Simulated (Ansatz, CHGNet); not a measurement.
For rutile MnF₂, the machine-learned potential CHGNet 0.3.0 (trained on PBE and PBE+U data) gives:

```
Quantity                     Result
-------------------------  --------
elastic constant C11       68.5 GPa
elastic constant C44       25.7 GPa
polycrystal shear modulus  23.7 GPa
```

Q: What does PBE0 (plane waves, PAW; Ansatz, a first-principles code) give for the same quantities?

A: 
- elastic constant C11: 105 GPa (grows by 53 %)
- elastic constant C44: 29.8 GPa (goes up by 16 %)
- Voigt–Reuss–Hill shear modulus: 30.7 GPa (grows by 30 %)

Changes are worked out from the printed values.

Unless a cell is named, each level is at its own relaxed cell (CHGNet 0.3.0 13.73, PBE0 13.24 Å³/atom).

Spin-polarised runs: PBE0 (opposed moments).

Ansatz's density-functional and Hartree–Fock values are scalar-relativistic unless marked +SOC, with PAW data made under PBE.
